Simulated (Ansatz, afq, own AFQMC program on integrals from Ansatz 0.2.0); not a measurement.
AFQMC on a folder of integrals that Ansatz 0.2.0 wrote.

```yaml
crystal:
  periodic: [false, false, false]
  atoms:
    - {symbol: Ge, position_ang: [-0.335893, -0.002403, 0.001544]}
    - {symbol: F, position_ang: [1.406007, 0.010057, -0.006463]}
    - {symbol: H, position_ang: [-0.775318, 1.466462, 0.004484]}
    - {symbol: H, position_ang: [-0.753666, -0.742234, 1.277782]}
    - {symbol: H, position_ang: [-0.765397, -0.740640, -1.271719]}
basis:
  gaussian: {orbitals: cc-pVDZ}
magnetization: {spin_polarized: false}
correlation: {method: ccsd_t, electrons: outside_noble_gas, hamiltonian_folder: ham}
```

```sh
$ ansatz run in.yaml --threads 1 --pin off --events-out ev --progress --plain --max-ram 1843MiB
```

afq runs on the folder ham with

```
--method phaseless --trial cisd --walkers 60 --populations 1 --least-time 40 --time-step 0.005 --steps-per-block 50 --equilibration-blocks 28 --max-blocks 300 --target-error 0.00045 --factor-cut 1e-05 --seed 8204 --release-times 0.24,0.51,0.99,1.62,2.4 --release-step 0.03 --release-every 4 --taylor-order 6
```

Times are imaginary, in 1/Eh. The walk had a cap of 813 s. Filled inner d shells are frozen with the cores.

Log:

```
orbitals 41  electrons 7 7  factors 326 of 584
reference energy -2176.54317418 Eh
CCSD correlation -0.31529975 Eh in 10 cycles, weight of the determinant in the CISD state 0.9005
energy of the start -2176.858474 Eh
 block  time / (1/Eh)  mean weight  energy / Eh
     1     0.250  0.9992  -2176.854482
     2     0.500  0.9984  -2176.861210
     3     0.750  0.9978  -2176.857262
     4     1.000  1.0008  -2176.862348
     5     1.250  1.0015  -2176.872264
     9     2.250  1.0010  -2176.859976
    33     8.250  1.0007  -2176.863404
    57    14.250  0.9997  -2176.856295
    65    16.250  0.9975  -2176.858046
    97    24.250  0.9995  -2176.874814
   129    32.250  1.0015  -2176.856499
   161    40.250  1.0023  -2176.869334
   193    48.250  0.9989  -2176.872161
   225    56.250  1.0010  -2176.863274
   257    64.250  1.0008  -2176.861575
   289    72.250  0.9977  -2176.865033
   321    80.250  0.9988  -2176.865615
blocks merged  error / Eh  count
     1  0.000331  300
     2  0.000382  150
     4  0.000409  75
     8  0.000451  37
    16  0.000471  18
    32  0.000424  9
released: time / (1/Eh)  energy / Eh  error  mean overlap
  0.24  -2176.864600  0.000428  0.9946
  0.51  -2176.863845  0.000380  1.0080
  0.99  -2176.864535  0.000385  1.0000
  1.62  -2176.864967  0.000571  0.9957
  2.40  -2176.864590  0.000627  0.9984
energy -2176.864389 +/- 0.000471 Eh
(rows thinned)
```

The run passed its tests (sampling time, drift between the halves within three errors, error under three times the target), which doesn't prove that it has relaxed.

Against this walk (error 12.8 meV) on the same determinant: CCSD(T) 25.8 meV higher. The error is statistical and leaves out the bias of the constraint. Released to 2.40 1/Eh the energy moves by -5 ± 21 meV (both errors), within twice the noise.

Cautions: constraint bias not in the error; no relativity below Rb; no spin-orbit coupling; inner d shell frozen.

The walk took 5.5 min on 1 thread of Arm Neoverse V1 (shared host). The log's last line is the phaseless energy.

A walk keeps the symmetry of its determinant, which the program's search chose and which needn't be the lowest solution, so a lower state of the same spin and another symmetry isn't excluded.
